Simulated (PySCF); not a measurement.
This PySCF input (HF/aug-pcseg-2) gives -534.91498 Eh with 119 basis functions.

```python
import numpy as np, basis_set_exchange as bse
from pyscf import gto, scf, dft, df

basis = {'Cl': gto.basis.parse(bse.get_basis('aug-pcseg-2', elements=['Cl'], fmt='nwchem')), 'H': gto.basis.parse(bse.get_basis('aug-pcseg-2', elements=['H'], fmt='nwchem')), 'O': gto.basis.parse(bse.get_basis('aug-pcseg-2', elements=['O'], fmt='nwchem'))}
mol = gto.M(
    atom='''
    O     0.02204159    1.10436371   -0.00118827
    H    -0.92327012    1.31460394    0.01604549
    Cl    0.04393750   -0.59703021   -0.00038467
    ''',
    basis=basis,
    charge=0,
    verbose=4,
    max_memory=8640,
)
mf = scf.RHF(mol)
mf = mf.density_fit(auxbasis=df.autoaux(mol))
mf.conv_tol = 1e-9
mf.max_cycle = 100
print('smallest overlap eigenvalue', np.linalg.eigvalsh(mol.intor('int1e_ovlp'))[0])
mf.kernel()
dip = mf.dip_moment()
```

Change:
```diff
- basis = {'Cl': gto.basis.parse(bse.get_basis('aug-pcseg-2', elements=['Cl'], fmt='nwchem')), 'H': gto.basis.parse(bse.get_basis('aug-pcseg-2', elements=['H'], fmt='nwchem')), 'O': gto.basis.parse(bse.get_basis('aug-pcseg-2', elements=['O'], fmt='nwchem'))}
+ basis = {'Cl': gto.basis.parse(bse.get_basis('def2-SVP', elements=['Cl'], fmt='nwchem')), 'H': gto.basis.parse(bse.get_basis('def2-SVP', elements=['H'], fmt='nwchem')), 'O': gto.basis.parse(bse.get_basis('def2-SVP', elements=['O'], fmt='nwchem'))}
```

What does the run give now?

-534.65399 Eh (HF/def2-SVP, 37 functions), a change of +260.99 mEh.
